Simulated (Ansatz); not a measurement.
Start from Mo in the bcc (W type) structure (space group Im-3m, No. 229; a = 3.161 Å).

All numbers come from PBE (Ansatz, a quantum-chemistry and plane-wave program, PAW, no spin-orbit coupling), earlier PAW set.

Now apply this change: full substitution Mo → W, then cell and atoms are relaxed.

Measured lattice parameter a: Mo 3.141 Å (static lattice; corrected from measurement; as listed in Daniel Mejia-Rodriguez, S. B. Trickey, Phys. Rev. B (2018)); W 3.16 Å (static lattice; corrected from measurement; as listed in Daniel Mejia-Rodriguez, S. B. Trickey, Phys. Rev. B (2018)).

Q: How well does PBE reproduce the measured shift?

A: With PBE the lattice parameter a moves by +0.023 Å (3.161 → 3.184) against +0.019 Å measured.

Stability against distortions was not tested. All final runs are without spin polarisation.
